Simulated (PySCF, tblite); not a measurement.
A complex of hydronium and 3 × hydrogen fluoride

A gas-phase complex of hydronium and 3 × hydrogen fluoride; charge +1, singlet. The structure comes from a short search (6 tight-binding starts) and was relaxed by PBE0-D3(BJ)/def2-SVPD; another way of binding may lie lower. Frequencies by PBE0-D3(BJ)/def2-SVPD show no clear imaginary mode.

```tsv
part	name	SMILES	atoms	charge	multiplicity
1	hydronium	[OH3+]	1–4	+1	1
2	hydrogen fluoride	F	5–6	0	1
3	hydrogen fluoride	F	7–8	0	1
4	hydrogen fluoride	F	9–10	0	1
```

```xyz
10

O    -0.416   -0.010   -0.296
H    -0.831    0.736    0.214
H    -0.366    0.194   -1.268
H    -0.878   -0.875   -0.125
F    -1.635    1.894    0.927
H    -1.460    2.523    1.587
F    -1.732   -2.185    0.080
H    -1.569   -3.024    0.445
F    -0.459    0.528   -2.808
H     0.145    0.656   -3.502
```
Atoms count from 1 in this order.

```tsv
contact	kind (by geometry)	distance (Å)	angle (°)
H4···F7	hydrogen bond	1.577	174
H3···F9	hydrogen bond	1.578	174
H2···F5	hydrogen bond	1.580	174
```

Interaction energies are complex less parts, with the parts frozen as they stand in it; counterpoise-corrected, in kcal/mol (PySCF).

Question: Give the interaction energy at each level run.

Answer: 
```
                  level  interaction  superposition error removed
wB97M-D3(BJ)/def2-TZVPD       -47.99                        -0.21
 PBE0-D3(BJ)/def2-TZVPD       -49.94                        -0.21
      RI-MP2/def2-TZVPD       -45.87                        -1.78
```

Question: What holds them together? Decompose the wB97M-D3(BJ)/def2-TZVPD energy: frozen parts, their antisymmetrised product, then relaxation.

Answer: electrostatic -49.1, Pauli repulsion +35.2, orbital relaxation -32.5, dispersion correction -1.8 kcal/mol, which sum to the value before the counterpoise correction; the Pauli term holds the exchange-correlation of the frozen density too. Of the attraction, 59 % is electrostatic, 39 % is orbital relaxation, 2 % is dispersion correction.

Question: Are the pair energies additive?

Answer: The pairs sum to -53.35 kcal/mol (1–2 -18.2, 1–3 -18.3, 1–4 -18.2, 2–3 0.5, 2–4 0.5, 3–4 0.5); the rest of +5.37 is a many-body weakening.

The parts were also relaxed and run alone, at the levels used for the complex: vibrations by PBE0-D3(BJ)/def2-SVPD; shieldings by PBE0/pcSseg-2; core levels by delta-SCF with SCAN, pcX-2 on the ionised atom and pcseg-1 elsewhere, spin-free X2C.

Question: How do these values change when the complex forms?

Answer: 
```json
{"property": "O1–H4 bond (Å)", "alone": "0.980", "in the complex": "0.995", "change": "+0.016"}
{"property": "stretch carried by H4 (cm⁻¹, harmonic)", "alone": "3606, 3719, 3719", "in the complex": "3307", "change": "-374 from the mean"}
{"property": "its infrared intensity (km/mol)", "alone": "32, 509, 509", "in the complex": "1930", "change": ""}
{"property": "shielding of H4 (ppm)", "alone": "23.87", "in the complex": "20.87", "change": "-3.00"}
{"property": "shielding of F7 (ppm)", "alone": "410.9", "in the complex": "396.5", "change": "-14.4"}
{"property": "shielding of H3 (ppm)", "alone": "23.87", "in the complex": "20.93", "change": "-2.94"}
{"property": "shielding of F9 (ppm)", "alone": "410.9", "in the complex": "396.9", "change": "-14.0"}
{"property": "O1 1s core level (eV)", "alone": "552.23", "in the complex": "547.93", "change": "-4.30"}
{"property": "F7 1s core level (eV)", "alone": "694.12", "in the complex": "699.51", "change": "+5.39"}
```

Question: What are the binding energy from relaxed parts (wB97M-D3(BJ)/def2-TZVPD), and ΔH and ΔG of association at 298.15 K and 1 atm?

Answer: -47.65 kcal/mol, -43.32 with zero-point energy; ΔH -44.8 and ΔG -22.0 kcal/mol, from harmonic vibrations by PBE0-D3(BJ)/def2-SVPD with low modes damped.
